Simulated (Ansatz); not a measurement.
## Ansatz (development build ahead of 0.2.0) run

```yaml
crystal:
  periodic: [false, false, false]
  atoms:
    - { symbol: C, position_ang: [0.0, 0.0, 0.0] }
    - { symbol: H, position_ang: [0.0, 2.7, 0.0] }
    - { symbol: H, position_ang: [2.3375, -1.35, 0.0] }
    - { symbol: H, position_ang: [-2.3375, -1.35, 0.0] }
basis:
  gaussian: { orbitals: pcseg-2 }
magnetization:
  spin_polarized: true
  initial_magnetization: 1
hamiltonian:
  xc: hf
```

The input is written out in the form of the current development build from the run's settings.

The run gave:

- Converged: yes
- Total energy: -39.18935 hartree
- Spin squared of the determinant: 2.659
- Stability test: minimum

Caution: the unrestricted determinant is a mixture of spin states.
